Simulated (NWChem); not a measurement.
**Total energies of acetylene (C$_{2}$H$_{2}$)**

```xyz
4

C      0.0000     0.0000    -0.6043
C      0.0000     0.0000     0.6043
H      0.0000     0.0000    -1.6792
H      0.0000     0.0000     1.6792
```
Charge 0, spin multiplicity 1.

Everything below was run with NWChem. All single points use one geometry, from PBE0/def2-SVP, a minimum by its harmonic frequencies.

Basis set: def2-SVP (38 functions).

```csv
method,total energy (Ha)
RHF,-76.76168
MP2,-77.01876
B2PLYP,-77.18555
PBE,-77.16226
B3LYP,-77.27267
r2SCAN,-77.21518
CCSD(T),-77.04664
```

Total energies of different functionals aren't comparable as a measure of quality: only differences taken within one method are. 

The correlated methods keep 2 core orbitals frozen. B3LYP has NWChem's definition, with VWN1-RPA local correlation. Coupled-cluster values serve here as a point of comparison, not as the truth.
